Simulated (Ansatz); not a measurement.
A made-up structure of HS$_{2}$O, doublet:

O1  (-0.960, 0.381, -0.464)
S2  (-0.353, -0.763, 0.547)
S3  (1.536, -0.546, 0.692)
H4  (2.672, -1.274, 0.860)
(Å)

It is relaxed with PBE-D4/def2-SVP and then PBE0-D4/def2-TZVP (Ansatz 0.2.0). Atoms count as bonded within 1.22 times the sum of their covalent radii (H–H: 0.88 Å). The end point is not checked to be a true minimum.

(1) Does its bonding change? (Judge from chemistry; the calculation decides.)

## Answers

(1) Computed: No: no bond forms or breaks.

Where it ends: The first stage lowers the energy by 1.76 eV in 8 steps. It ends as HS₂O ([O][S][SH]):
O1  (-0.613, -0.107, -0.610)
S2  (-0.319, -0.539, 0.772)
S3  (1.712, -0.320, 1.187)
H4  (2.115, -1.236, 0.285)
(Å)

Labels in which every atom is bracketed show which atoms are joined, not bond orders.

For scale, one of the runs: PBE0-D4/def2-TZVP relaxation, 111 basis functions, launched by `ansatz run in.yaml --threads 2 --pin off --events-out ev --progress --plain --max-ram 4352MiB`. Hardware: 2 CPU threads of an Arm Neoverse V2, shared host. Wall time about 56 s.
